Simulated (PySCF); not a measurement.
acetone (C3H6O), SMILES CC(C)=O.

Geometry: PBE0-D3(BJ)/def2-SVP.

All values below come from TDDFT-CAM-B3LYP/def2-SVPD (PySCF).

Vertical excitations. Isolated molecule, no solvent. State labels are in the subgroup C2v.

**Question.** Estimate the UV-visible absorptions. (The exact figures need the calculation; the answer reports its results.)

**Answer.** 
```json
[
 {"state": "S1", "symmetry": "A2", "energy (eV)": "4.50", "λ (nm)": "275", "f": "0.000", "main pairs": "HOMO→LUMO 97 %"},
 {"state": "S2", "symmetry": "B1", "energy (eV)": "6.97", "λ (nm)": "178", "f": "0.030", "main pairs": "HOMO→LUMO+1 92 %"},
 {"state": "S3", "symmetry": "A1", "energy (eV)": "8.32", "λ (nm)": "149", "f": "0.010", "main pairs": "HOMO→LUMO+2 86 %"},
 {"state": "S4", "symmetry": "B1", "energy (eV)": "8.51", "λ (nm)": "146", "f": "0.003", "main pairs": "HOMO→LUMO+3 89 %"},
 {"state": "S5", "symmetry": "A2", "energy (eV)": "8.73", "λ (nm)": "142", "f": "0.000", "main pairs": "HOMO−2→LUMO 92 %"},
 {"state": "S6", "symmetry": "A2", "energy (eV)": "8.87", "λ (nm)": "140", "f": "0.000", "main pairs": "HOMO→LUMO+4 83 %"},
 {"state": "S7", "symmetry": "B1", "energy (eV)": "8.94", "λ (nm)": "139", "f": "0.048", "main pairs": "HOMO→LUMO+5 90 %"},
 {"state": "T1", "symmetry": "A2", "energy (eV)": "3.92", "λ (nm)": "316", "f": "0", "main pairs": "HOMO→LUMO 96 %"},
 {"state": "T2", "symmetry": "A1", "energy (eV)": "6.05", "λ (nm)": "205", "f": "0", "main pairs": "HOMO−1→LUMO 88 %"},
 {"state": "T3", "symmetry": "B1", "energy (eV)": "6.86", "λ (nm)": "181", "f": "0", "main pairs": "HOMO→LUMO+1 90 %"},
 {"state": "T4", "symmetry": "A1", "energy (eV)": "8.19", "λ (nm)": "151", "f": "0", "main pairs": "HOMO→LUMO+2 93 %"}
]
```
Triplets are in the Tamm–Dancoff approximation, which puts them higher than full response would, so one can lie above its singlet here.
